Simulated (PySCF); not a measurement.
Ionisation energies (eV) were calculated with PySCF 2.14 by UHF, MP2 (valence), PBE, in another order, as differences of total energies without spin-orbit coupling. The measured values are between term centres (NIST).

```tsv
species	measured	A	B	C
He (dyall-av3z, spin-free X2C)	24.587	24.467	23.447	24.377
B (dyall-av3z, spin-free X2C)	8.297	8.670	8.039	8.264
N (dyall-av3z, spin-free X2C)	14.545	14.727	13.889	14.580
Ne (dyall-av3z, spin-free X2C)	21.597	21.644	19.642	21.625
Si⁺ (dyall-av3z, spin-free X2C)	16.322	16.396	15.831	16.097
Si (dyall-av3z, spin-free X2C)	8.157	8.189	7.627	8.038
Ar (dyall-av3z, spin-free X2C)	15.819	15.690	14.537	15.716
Ca (dyall-av3z, spin-free X2C)	6.113	6.091	5.136	5.695
```

Task: Which column is which method?

Result: A is PBE (mean error 0.05 eV); B is UHF (mean error -0.91 eV); C is MP2 (valence) (mean error -0.13 eV). PBE, with gradient corrections, lies close to experiment on average, with errors of both signs. Hartree-Fock lacks the correlation of the electron removed and comes out lowest. Valence MP2 in a finite basis recovers only part of the missing correlation, so it stays below experiment on average.
